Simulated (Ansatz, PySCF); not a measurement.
Molecule: singlet methylene, CH₂, charge 0, multiplicity 1. 
Structure (B3LYP-D3(BJ)/def2-TZVP (Ansatz, a program for electronic structure) minimum search):
SMILES: [CH2]
```xyz
3

C      0.0073     0.0003     0.1749
H     -0.0104     0.8611    -0.5267
H     -0.0333    -0.8629    -0.5227
```

Total electronic energies in hartree. Cores are frozen in the correlated levels unless marked. Spin-orbit coupling is left out. No relativistic terms. CBS marks a two-point X^-3 extrapolation of the correlation energy; Hartree-Fock from the larger set (for Q and 5 zeta extrapolated as (X+1)exp(-9√X)). [CCSD(T)-MP2]/basis is that difference in the basis named.

The Hartree-Fock reference is unstable (checked in the largest basis), which strains HF and MP2. 

```csv
level,program,energy (Eh)
HF/cc-pV5Z,Ansatz,-38.89574
RI-HF/def2-TZVPPD,Ansatz,-38.89384
RI-HF/def2-QZVPPD,Ansatz,-38.89564
PBE0-D4/def2-TZVP,Ansatz + dftd4,-39.08744
PBE0-D4/def2-TZVPD,Ansatz + dftd4,-39.08817
BHLYP-D4/def2-TZVPD,Ansatz + dftd4,?
TPSSh-D4/def2-TZVPD,PySCF + dftd4,?
PW6B95-D4/def2-TZVPD,PySCF + dftd4,-39.19361
wB97X/def2-TZVPD,Ansatz,-39.13300
MP2/aug-cc-pVTZ,Ansatz,-39.03437
MP2/cc-pwCVTZ,Ansatz,-39.03328
SCS-MP2/def2-QZVPP,Ansatz,-39.05443
CCSD/cc-pVTZ,Ansatz,-39.05656
CCSD/cc-pwCVTZ,Ansatz,-39.05842
CCSD/def2-TZVPPD,Ansatz,-39.05815
CCSD/aug-cc-pVQZ,Ansatz,-39.06754
CCSD/cc-pV5Z,Ansatz,-39.06949
CCSD(T)/cc-pVDZ,Ansatz,-39.02220
CCSD(T)/aug-cc-pVTZ,Ansatz,-39.06459
CCSD(T)/aug-cc-pVQZ,Ansatz,-39.07300
"RI-MP2/CBS(def2-TZVPP,def2-QZVPP)+[CCSD(T)-MP2]/def2-SVP",Ansatz,-39.0805
"RI-MP2/CBS(cc-pVTZ,cc-pVQZ)+[CCSD(T)-MP2]/cc-pVQZ",Ansatz,-39.0788
"CCSD(T)/CBS(cc-pVQZ,cc-pV5Z)",Ansatz,-39.0777
```

Problem. Fill in the missing entries.

Solution. 
- BHLYP-D4/def2-TZVPD, energy (Eh): -39.12507
- TPSSh-D4/def2-TZVPD, energy (Eh): -39.14923
